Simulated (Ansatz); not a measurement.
## hcp Os

Computed with revPBE (PAW; Ansatz, an electronic-structure program).

Numerical settings: plane-wave cutoff 520 eV, 24×24×14 k mesh (along the axes of the cell as run), Fermi–Dirac smearing 0.05 eV, no spin polarisation, scalar-relativistic PAW data made under PBE.

Cell (relaxed at this level):

```cif
data_Os2
_chemical_formula_sum 'Os2'
_space_group_name_H-M_alt 'P 1'
_space_group_IT_number 1
_cell_length_a 2.76120
_cell_length_b 2.76120
_cell_length_c 4.35562
_cell_angle_alpha 90.000
_cell_angle_beta 90.000
_cell_angle_gamma 120.000
loop_
_space_group_symop_operation_xyz
  'x, y, z'
loop_
_atom_site_label
_atom_site_type_symbol
_atom_site_fract_x
_atom_site_fract_y
_atom_site_fract_z
_atom_site_occupancy
Os1 Os 0.33333 0.66667 0.25000 1
Os2 Os 0.66667 0.33333 0.75000 1
```

```json
{
 "bulk_modulus": "387 GPa",
 "band_gap": "zero (no gap)",
 "pressure derivative B′ of the bulk modulus": "4.8"
}
```

Measured, for comparison: bulk modulus 425 GPa (zero-point energy and finite temperature contributions removed; as tabulated in doi:10.1021/acs.jctc.3c00612). Computed (rounded) less measured: bulk modulus -9 %.

Note: the bulk modulus comes from volumes at which shape and atoms were relaxed.

Spin–orbit coupling is not included.

The result took roughly 10 core-minutes.
